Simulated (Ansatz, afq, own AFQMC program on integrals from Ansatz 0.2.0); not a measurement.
C$_{2}$H$_{4}$, singlet in def2-TZVP, levels against CCSDT(Q)

```xyz
6

C    -0.0879   -0.6436   -0.1436
C     0.0879    0.6436    0.1436
H     0.0325   -1.4236    0.6145
H    -0.3604   -0.9761   -1.1500
H    -0.0325    1.4236   -0.6145
H     0.3604    0.9761    1.1500
```

Connectivity, by distances: CH2–CH2.

Basis def2-TZVP. Noble-gas cores (and the filled d shells of Ga–Kr and In–Xe) are frozen. Integrals, coupled cluster, full CI and functionals: Ansatz 0.2.0; the random walks run on the same integrals in our own AFQMC program. The CISD trial takes its coefficients from CCSD amplitudes. Released means that phaseless walkers are propagated on without the constraint, phases kept. ± is one standard error of the sampling.

Determinant: RHF, the one that the program's search chose, which needn't be the lowest solution. The geometry is a PBE0/def2-SVP stationary point of this or a neighbouring charge and spin state.

No full CI on the walks' own integrals is used here; CCSDT(Q) serves as the reference and is uncertain by about the last step of the cluster series.

Cautions: the released energies move by 1.5 errors or more from one time to the next, so no released level is given (meV from the phaseless value at times in 1/Eh: -13 ± 5 at 0.24, -21 ± 5 at 0.51, -12 ± 6 at 0.99, -11 ± 5 at 1.62, -28 ± 7 at 2.40), though the last usable value meets CCSDT(Q) within the noise.

The T1 diagnostic is 0.0110. The weight of the determinant in the CISD state is 0.875 and the size of the correlated space is 12 electrons in 84 orbitals.

```
  level  correlation energy (eV)
    MP2                  -8.8248
   CCSD                  -9.5422
CCSD(T)                  -9.9340
```

Q: Estimate where phaseless AFQMC with a CISD trial lies against CCSD(T) on the same integrals.

A: 1.5 ± 0.5 kJ/mol below CCSD(T).

Reference: CCSDT(Q), correlation energy -9.966 eV.

```csv
level,E − E(reference) (kJ/mol),share of correlation (%)
CCSD(T),3.1,99.68
CCSDT,1.8,99.81
ph-AFQMC/CISD,1.6 ± 0.5,99.84
```

A walk keeps the symmetry of its determinant, which the program's search chose and which needn't be the lowest solution, so a lower state of the same spin and another symmetry isn't excluded.
